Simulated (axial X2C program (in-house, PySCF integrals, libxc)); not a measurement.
# Potential curves of NaMg⁺, 2c in a model world with the speed of light multiplied by 2

All values were computed with an axial X2C code built on PySCF integrals. Two-component (2c) means X2C with spin–orbit coupling and atomic mean-field two-electron Coulomb and Gaunt terms; the speed of light was multiplied by 2, so these are model numbers, not those of the real molecule. Basis: Mg dyall-v3z [9s8p5d3f], Na dyall-v3z [9s8p4d2f] (cores contracted in-house); Gaussian nuclei, density fitting, unrestricted open shells. Masses: Mg 23.985 u, Na 22.990 u.

State: Ω = 0 (closed shell). Energies in eV from the fragments at the same level (Mg + Na+). Fits are polynomials in 1 − R0/R over 0.85 to 1.23 times the lowest point R0.

```csv
R (Å),HF,PBE,MP2,PBE0
2.7918,-0.3244,-0.5727,-0.4248,-0.5257
2.9202,-0.4201,-0.6420,-0.5045,-0.5979
3.0165,-0.4670,-0.6719,-0.5407,-0.6293
3.1127,-0.4971,-0.6870,-0.5612,-0.6455
3.2090,-0.5139,-0.6904,-0.5692,-0.6496
3.3213,-0.5201,-0.6831,-0.5664,-0.6428
3.4336,-0.5154,-0.6665,-0.5538,-0.6265
3.5780,-0.4979,-0.6360,-0.5276,-0.5961
3.7545,-0.4654,-0.5900,-0.4862,-0.5498
4.0113,-0.4072,-0.5162,-0.4184,-0.4753
```

Correlated methods: 10 electrons correlated (number of frozen shells: Mg 2 s, 1 p; Na 1 s), 266 virtual spin orbitals or spinors in MP2.

The state is one determinant whose occupation by symmetry is held fixed; it was picked as the lowest of a PBE0 search that is not exhaustive. Dissociation energies refer to the lowest single-determinant-based atoms at the same level and basis. MP2 and coupled cluster on one determinant become unreliable at the stretched end.

(1) Fit the HF curve near its minimum: give the equilibrium distance, the harmonic wavenumber and the well depth.

(2) Fit the PBE curve near its minimum: give the equilibrium distance, the harmonic wavenumber and the well depth.

(3) What are Re, ωe and De at the MP2 level?

(4) Fit the PBE0 curve near its minimum: give the equilibrium distance, the harmonic wavenumber and the well depth.

Results:

(1) At HF, 2c: Re = 3.324 Å, ωe ≈ 141 cm⁻¹, De = 0.52 eV to Mg + Na+; Be follows as 0.13 cm⁻¹.

(2) At PBE, 2c: Re = 3.193 Å, ωe ≈ 154 cm⁻¹, De = 0.69 eV to Mg + Na+; Be follows as 0.141 cm⁻¹.

(3) At MP2, 2c: Re = 3.237 Å, ωe ≈ 150 cm⁻¹, De = 0.57 eV to Mg + Na+; Be follows as 0.137 cm⁻¹.

(4) At PBE0, 2c: Re = 3.200 Å, ωe ≈ 155 cm⁻¹, De = 0.65 eV to Mg + Na+; Be follows as 0.14 cm⁻¹.
